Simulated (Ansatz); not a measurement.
The first iterations of a band of C4H7NO (13 atoms, charge 0, multiplicity 1).

All numbers below come from RKS PBE-D4/6-31G (Ansatz).

```yaml
movable_images: 9
climbing_image: yes
spring: 5.0 eV/Å²
optimiser: quadratic models (default)
start_path: through a guess of the saddle point
force_threshold: 0.5 eV/Å
iteration_limit: 32
end_points: relaxed
```

First end point:

```xyz
13
Properties=species:S:1:pos:R:3
C -1.382 -0.837 1.467
C -0.396 -0.364 0.459
N 0.532 -1.065 -0.114
C 1.267 -0.143 -1.043
C 0.570 1.246 -0.900
O -0.511 1.004 0.114
H -1.236 -1.910 1.646
H -2.412 -0.657 1.115
H -1.259 -0.287 2.416
H 2.332 -0.112 -0.754
H 1.208 -0.541 -2.070
H 0.081 1.596 -1.822
H 1.225 2.035 -0.500
```

Last end point:

```xyz
13
Properties=species:S:1:pos:R:3
C -1.365 -0.524 1.768
C -0.577 -0.165 0.733
N -0.081 -0.929 -0.332
C 0.977 -0.215 -1.052
C 0.550 1.237 -0.763
O -0.096 1.159 0.571
H -1.675 -1.559 1.909
H -0.157 -1.939 -0.333
H -1.709 0.226 2.476
H 1.993 -0.422 -0.652
H 0.966 -0.446 -2.129
H -0.191 1.594 -1.500
H 1.384 1.947 -0.681
```

| iteration | highest image above the first end (eV) | largest band force component (eV/Å) |
| --- | --- | --- |
| 1 | 5.313 | 7.392 |
| 2 | 4.252 | 3.411 |
| 3 | 3.851 | 2.333 |
| 4 | 3.854 | 1.899 |
| 5 | 3.738 | 1.527 |

Task: Does the band converge within its limit, and where does its top end?

Result: The run converged. It ended after 15 iterations with the highest image 3.064 eV above the first end. The threshold of 0.5 eV/Å is loose, so the images may lie well off the minimum-energy path. The profile has 2 maxima (images 2, 7) with wells between them (image 4): this band takes more than one step, which may be the mechanism or a detour left from its start path. Neighbouring images differ by up to 2.3 eV, so the band resolves the path poorly. The order of the stationary point at the top wasn't checked. The orbitals stay closed-shell, which can raise the energy where a bond breaks towards radicals; this wasn't checked here. Limits of this set-up: no polarisation functions.

Run time: 7.2 min on 1 thread of Arm Neoverse V2, with other jobs on the host, peak memory 0.13 GiB.
